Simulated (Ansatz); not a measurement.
A nudged elastic band was laid between two geometries of CH5B + ClH (9 atoms, charge 0, multiplicity 1).

Method: RKS B3LYP-D4/def2-SVP in Ansatz.

- movable images: 7
- climbing image: yes
- spring: 5.0 eV/Å²
- optimiser: quadratic models (default)
- start path: through a guess of the saddle point
- force threshold: 0.05 eV/Å
- iteration limit: 60
- end points: relaxed

Image 0:

```xyz
9
Properties=species:S:1:pos:R:3
B -0.121 0.270 0.040
H -0.202 0.494 1.228
H 0.962 0.402 -0.480
C -1.413 0.079 -0.817
H -2.253 -0.393 -0.284
H -1.741 1.115 -1.052
H -1.256 -0.422 -1.785
Cl 0.424 -2.425 0.729
H 0.255 -2.043 1.950
```

Image 8:

```xyz
9
Properties=species:S:1:pos:R:3
B 0.090 -0.574 -0.778
H -0.284 0.029 3.005
H 1.051 0.073 -1.106
C -1.368 -0.071 -0.984
H -2.153 -0.784 -0.698
H -1.500 0.859 -0.397
H -1.513 0.234 -2.037
Cl 0.435 -2.135 -0.028
H -0.103 -0.555 2.552
```

Task: What changes between the two ends?

Result: Bonds broken: B1–H2, Cl8–H9. Bonds formed: B1–Cl8, H2–H9. CH5B + ClH becomes CH4BCl + H2.

Task: What energy profile does the band end with?

Result: The run converged. The highest image is number 4 of 0 to 8, 8.7 kcal/mol above the first end and 27.8 kcal/mol above the last; the last end lies 19.0 kcal/mol below the first. The profile has 2 maxima (images 2, 4) with wells between them (image 3): this band takes more than one step, which may be the mechanism or a detour left from its start path. A vibrational analysis at the climbing image gives one clearly imaginary mode, 740i cm⁻¹: a first-order saddle point. The orbitals stay closed-shell, which can raise the energy where a bond breaks towards radicals; this wasn't checked here.

```tsv
image	path coordinate (Å)	energy (kcal/mol)	B1–H2 (Å)	Cl8–H9 (Å)	B1–Cl8 (Å)
0	0.00	0.0	1.21	1.29	2.83
1	1.23	0.7	1.22	1.29	3.16
2	2.46	0.8	1.22	1.29	3.23
3	3.68	0.1	1.21	1.29	2.84
4	4.91	8.7	1.30	1.52	2.19
5	6.15	-15.9	2.32	2.60	1.79
6	7.38	-18.4	3.31	3.26	1.77
7	8.62	-18.9	3.40	3.21	1.77
8	9.86	-19.0	3.85	3.07	1.77
```

Task: What is the geometry of the highest image?

Result: 
```xyz
9
Properties=species:S:1:pos:R:3
B 0.005 -0.333 -0.042
H 0.241 0.437 0.974
H 1.044 -0.567 -0.594
C -1.367 -0.037 -0.742
H -1.618 -0.829 -1.467
H -2.211 0.071 -0.043
H -1.280 0.905 -1.314
Cl -0.232 -2.029 1.326
H 0.071 -0.541 1.431
```

The run took 3.6 min on 2 threads of Arm Neoverse V1, on a shared host, peak memory 0.17 GiB.
